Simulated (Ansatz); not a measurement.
# Osmium, hcp under LDA: testing the plane-wave cutoff

How high must the plane-wave cutoff be for energy and pressure to settle? The geometry was relaxed under LDA beforehand and stays fixed; 9 values are run, from 150 to 800 eV. Wanted are the values from which on the energy stays within 10 and 1 meV/atom, and the pressure within 0.5 GPa, of the last run. Within the series other settings stay, but some runs also write fields, which adds to their time. Spin polarisation is left out.

Method: DFT LDA, plane waves with PAW, scalar-relativistic, in Ansatz 0.2.0.

### Step 1. The starting structure

It takes space group P6_3/mmc (No. 194, hexagonal). Conventional cell: a = 2.718 Å, b = 2.718 Å, c = 4.284 Å, α = 90.00°, β = 90.00°, γ = 120.00°. Os (site symmetry -6m2) has 12 Os at 2.66 to 2.72 Å as nearest neighbours.

Structure file:

```xyz
2
Lattice="2.7175 0.0000 0.0000 -1.3588 2.3534 0.0000 0.0000 0.0000 4.2845" Properties=species:S:1:pos:R:3 pbc="T T T"
Os    0.0000    1.5690    1.0711
Os    1.3588    0.7845    3.2133
```

### Step 2. A run at the usual settings, for scale

The input, input.yaml:

```yaml
crystal:
  lattice:
    - [2.7175247593, 0.0, 0.0]
    - [-1.3587623796, 2.353445477, 0.0]
    - [0.0, 0.0, 4.2844606214]
  atoms:
    - { symbol: Os, position: [0.3333333333, 0.6666666667, 0.25] }
    - { symbol: Os, position: [0.6666666667, 0.3333333333, 0.75] }
hamiltonian:
  xc: lda
  pseudopotentials:
    kind: paw
    azcp:
      Os: "pseudopotentials/Os.paw.azcp"
basis:
  ecutwfc: 420
  fft_grid_basis: typed
kpoints:
  mp_grid: { grid: [22, 22, 12], shift: [0, 0, 0] }
magnetization:
  spin_polarized: false
scf:
  occupations: { method: fermi_dirac, width: 0.1 }
  lower_state_search: "off"
output:
  stress: true
  write_density: true
  write_potential: true
  elf: true
  volumetric_format: npy
```

Run with:

```
$ ansatz run input.yaml --threads 2 --pin off --max-ram 5120MiB --backend cpu --events-out ev --progress --plain --runs-dir out
```

### Step 3. With a cutoff of 150 eV

The run at 150 eV.

Changes to input.yaml since step 2:

```diff
@@ -15,6 +15,6 @@
 basis:
-  ecutwfc: 420
+  ecutwfc: 150
   fft_grid_basis: typed
 kpoints:
-  mp_grid: { grid: [22, 22, 12], shift: [0, 0, 0] }
+  mp_grid: { grid: [13, 13, 8], shift: [0, 0, 0] }
 magnetization:
@@ -26,5 +26 @@
   stress: true
-  write_density: true
-  write_potential: true
-  elf: true
-  volumetric_format: npy
```

### Step 4. With a cutoff of 200 eV

The run at 200 eV.

Changes to input.yaml since step 3:

```diff
@@ -15,3 +15,3 @@
 basis:
-  ecutwfc: 150
+  ecutwfc: 200
   fft_grid_basis: typed
@@ -26 +26,5 @@
   stress: true
+  write_density: true
+  write_potential: true
+  elf: true
+  volumetric_format: npy
```

### Step 5. With a cutoff of 250 eV

The run at 250 eV.

Changes to input.yaml since step 4:

```diff
@@ -15,3 +15,3 @@
 basis:
-  ecutwfc: 200
+  ecutwfc: 250
   fft_grid_basis: typed
@@ -26,5 +26 @@
   stress: true
-  write_density: true
-  write_potential: true
-  elf: true
-  volumetric_format: npy
```

### Step 6. With a cutoff of 300 eV

The run at 300 eV.

Changes to input.yaml since step 5:

```diff
@@ -15,3 +15,3 @@
 basis:
-  ecutwfc: 250
+  ecutwfc: 300
   fft_grid_basis: typed
```

### Step 7. With a cutoff of 350 eV

The run at 350 eV.

Changes to input.yaml since step 6:

```diff
@@ -15,3 +15,3 @@
 basis:
-  ecutwfc: 300
+  ecutwfc: 350
   fft_grid_basis: typed
```

### Step 8. With a cutoff of 420 eV

The run at 420 eV.

Changes to input.yaml since step 7:

```diff
@@ -15,3 +15,3 @@
 basis:
-  ecutwfc: 350
+  ecutwfc: 420
   fft_grid_basis: typed
```

### Step 9. With a cutoff of 500 eV

The run at 500 eV.

Changes to input.yaml since step 8:

```diff
@@ -15,3 +15,3 @@
 basis:
-  ecutwfc: 420
+  ecutwfc: 500
   fft_grid_basis: typed
```

### Step 10. With a cutoff of 600 eV

The run at 600 eV.

Changes to input.yaml since step 9:

```diff
@@ -15,3 +15,3 @@
 basis:
-  ecutwfc: 500
+  ecutwfc: 600
   fft_grid_basis: typed
```

### Step 11. With a cutoff of 800 eV

The run at 800 eV.

Changes to input.yaml since step 10:

```diff
@@ -15,3 +15,3 @@
 basis:
-  ecutwfc: 600
+  ecutwfc: 800
   fft_grid_basis: typed
```

(Steps that only read results are left out.)

What does the calculation give?

As calculated:

| quantity | value |
| --- | --- |
| E(σ → 0) stays within 10 meV/atom of 800 eV | from 420 eV on |
| E(σ → 0) stays within 1 meV/atom | from 500 eV on |
| pressure stays within 0.5 GPa | from 350 eV on |
| pressure at 800 eV | 0.05 GPa |
| CPU time, dearest over cheapest | 5.1 |
| run at the usual settings (mesh 22×22×12 against the series' 13×13×8, 420 eV) | +1.5 meV/atom from 800 eV, 0.07 GPa |

What this shows: The far end, 150 eV, lies +31490 meV/atom and -85.0 GPa from the yardstick. Each step up in cutoff lowers the energy. 1 meV/atom is reached at 500 eV; energy differences often converge earlier, as errors cancel.
